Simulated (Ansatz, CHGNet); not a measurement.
Elastic constant C11 (GPa) of solids drawn from the class of tetrahedrally bonded semiconductors and semimetals, at two levels: the machine-learned potential CHGNet 0.3.0 (trained on PBE and PBE+U data), and r²SCAN in Ansatz (PAW).

| solid | CHGNet 0.3.0 | r²SCAN | shift (%) |
|---|---|---|---|
| wurtzite ZnO | 172 | 210 | +22 |
| zinc-blende GaP | 99.6 | 142 | +43 |
| zinc-blende GaSb | 41.6 | 86.5 | +108 |
| zinc-blende CuI | 59.8 | 55.9 | -6.5 |
| zinc-blende AlN (metastable phase) | 284 | 308 | +8.5 |
| zinc-blende GaN (metastable phase) | 286 | 284 | -0.7 |
| zinc-blende BP | 144 | 361 | +151 |
| zinc-blende CdS (metastable phase) | 45.0 | 72.8 | +62 |
| zinc-blende BAs | 148 | 289 | +95 |
| wurtzite AlN | 308 | 409 | +33 |

The shifts run from -6.5 % to +151 %, with a median of +38 %.

Over all 10 rows r²SCAN is the larger in 8.

Ansatz's runs of these crystals have no spin polarisation.

Spin–orbit coupling is left out, also for the solids with elements from indium on (zinc-blende GaSb, zinc-blende CuI); its size isn't shown.

Each level is taken at its own relaxed cell. Ansatz's density-functional and Hartree–Fock values are scalar-relativistic unless marked +SOC, with PAW data made under PBE.

Ansatz is an electronic-structure program.
